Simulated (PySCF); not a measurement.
Dipole moment and polarisability of methylketene

Species: methylketene, C₃H₄O.
Geometry (GFN2-xTB, Å), atoms numbered from 1 in this order:
```
atom  x, y, z in Å
C1    -0.9078   -0.3373   -0.1081
C2     0.2976    0.4940    0.2395
C3     1.5161    0.1708   -0.0429
O4     2.6189   -0.1126   -0.2932
H5    -0.6108   -1.2462   -0.6234
H6    -1.5812    0.2272   -0.7521
H7    -1.4509   -0.6092    0.7963
H8     0.1271    1.4228    0.7595
```

Level: wB97X-D/def2-SVPD (PySCF), static field, nuclei fixed, core orbitals frozen in the response. The polarisability tensor in these axes (au):

```
x   55.37 -2.23 -3.41
y   -2.23 32.43  1.41
z   -3.41  1.41 31.26
```

Task: What are the eigenvalues, a third of the trace, and Δα (Δα² = ½Σ(αi − αj)² over the three pairs)?

Result: Principal values 30.19, 32.78 and 56.09 au; mean 39.69 au = 5.88 Å³ = 6.54 × 10⁻⁴⁰ C²·m²/J; Δα = 24.70 au (62 % of the mean).

Task: What is the dipole moment, and where does it point?

Result: (-2.04, 0.33, 0.36) D, 2.10 D in size, pointing from the negative to the positive side. Measured along this direction, the outermost atoms are O4 at the negative end and H7 and H6 at the positive end.

Task: Refractivity n − 1 of an ideal gas of it at 500 K and 1 atm, from the electronic α?

Result: N = p/kT = 1.4678 × 10¹⁹ cm⁻³, so n − 1 = 2π × N × 5.88 × 10⁻²⁴ cm³ = 542 × 10⁻⁶ at long wavelengths, for an ideal gas.

Task: Form Σ f/ω² (atomic units) for the 8 lowest TDDFT singlets, given as eV and f, and set it beside the mean polarisability, which is this sum over all singlets: 3.63, 0.0000; 6.33, 0.0123; 7.55, 0.0091; 7.72, 0.0008; 7.73, 0.1010; 8.68, 0.0213; 8.93, 0.0012; 9.11, 0.0040.

Result: They add up to 1.86 au, 4.7 % of the 39.69 au; the largest single term is 1.25 au, from the state at 7.73 eV. Terms in order: 0.00, 0.23, 0.12, 0.01, 1.25, 0.21, 0.01, 0.04 au. Higher excitations give the rest. The strengths listed sum to 0.150.

Task: Traceless (Buckingham) quadrupole moment about the centre of nuclear charge: eigenvalues?

Result: -3.12, -0.66, 3.78 D·Å. The values depend on the origin, since the dipole doesn't vanish. The electronic extent ⟨r²⟩ about the same centre is 309 bohr², a root-mean-square distance of 1.70 Å for the 30 electrons.

Task: Estimate the molar refractivity from the static electronic polarisability.

Result: Lorentz–Lorenz: R = (4π/3)N_A α = 2.5225 cm³/(mol·Å³) × 5.88 Å³ = 14.8 cm³/mol, in the limit of long wavelengths.

Task: Find the Langevin capture rate constant for O2+ (31.990 u) meeting this molecule (56.026 u), k = 2.342 × 10⁻⁹ cm³/s × √(α in Å³ / reduced mass in u).

Result: The reduced mass is 20.36 u, so k = 1.26 × 10⁻⁹ cm³/s. The formula leaves out the permanent dipole, which adds to the capture rate.

Geometry: GFN2-xTB; no solvent, vibrations or thermal averaging.
